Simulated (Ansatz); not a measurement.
# C$_{2}$H$_{4}$O$_{2}$, singlet: the ladder up to RCCSDT(Q)

Geometry: MP2(full)/6-31G*, from the G2/97 set.

```xyz
8

C    -0.8795   -0.0633    0.0000
O    -0.6593   -1.2576    0.0000
O     0.0517    0.9074    0.0000
H    -1.8767    0.3952    0.0000
C     1.4086    0.4179    0.0000
H     2.0318    1.3088    0.0000
H     1.5928   -0.1856    0.8894
H     1.5928   -0.1856   -0.8894
```

Basis 6-31G* (Cartesian d functions); Ansatz 0.2.0. Only valence electrons are correlated (noble-gas cores frozen), which leaves 24 electrons in 64 orbitals. R marks a restricted (for open shells ROHF) determinant. Active spaces: frontier = (8e, 8o) about the gap.

Full CI isn't at hand for all of this; RCCSDT(Q) serves as the reference, and is uncertain by about the last step of the cluster series.

```
UHF ⟨S²⟩                          : 0.000
T1 diagnostic (RCCSD)             : 0.0164
largest doubles amplitude (RCCSD) : 0.062
```

```csv
level,E − E(RHF) (eV)
RMP2,-16.6240
RCCSD,-17.2376
RCCSD(T),-17.7716
```

**Question.** Estimate how far RCCSDT(Q) in 6-31G* lies from RCCSD(T). The table doesn't fix it; the size of (T) and the diagnostics are the guide.

**Answer.** RCCSDT(Q) in 6-31G* lies 69 meV below RCCSD(T), which is 13 % of the (T) step (-534 meV). The diagnostics are small and the rest is a small part of (T), but (T) is large here. The miss exceeds 1 kcal/mol.

The other levels:

```json
{"level": "CISD", "E − E(RCCSDT(Q)) (meV)": "2889", "share of correlation (%)": "83.80", "wall time": "17 s"}
{"level": "BCCD(T)", "E − E(RCCSDT(Q)) (meV)": "62", "share of correlation (%)": "99.65", "wall time": "2.3 s"}
{"level": "RCCSDT", "E − E(RCCSDT(Q)) (meV)": "51", "share of correlation (%)": "99.71", "wall time": "–"}
{"level": "CASSCF (frontier space)", "E − E(RCCSDT(Q)) (meV)": "14357", "share of correlation (%)": "19.53", "wall time": "–"}
{"level": "MRCISD (frontier space)", "E − E(RCCSDT(Q)) (meV)": "1923", "share of correlation (%)": "89.22", "wall time": "–"}
{"level": "MRCISD+Q (frontier space)", "E − E(RCCSDT(Q)) (meV)": "358", "share of correlation (%)": "97.99", "wall time": "16 s (H100)"}
```

The correlation energy at RCCSDT(Q), counted from RHF, is -17.841 eV. That run took 7 s on 2 threads of AMD EPYC 7R13 with a shared H100 80 GB, shared host.

Times hold each run's SCF and search for its determinant on a shared host, so for small cases they say little of a method's own cost; rows without a card ran on 1 thread of AMD EPYC 7R13.

Atomization energy (electronic, same basis, no zero-point term; atoms at the same level, unrestricted beside the R rows where the molecule is a closed shell, with restricted open-shell steps beyond CCSDT(Q)) at RCCSDT(Q): 3015.8 kJ/mol. Errors of other levels:

```tsv
level	error (kJ/mol)
RHF	-749.5
RMP2	76.2
CISD	-254.5
RCCSD	-46.1
RCCSD(T)	-4.0
BCCD(T)	-2.7
RCCSDT	-4.6
```

This basis is far from its limit, so the value isn't to be set against a measured one. Truncated CI isn't size-consistent, which counts against it in atomization.
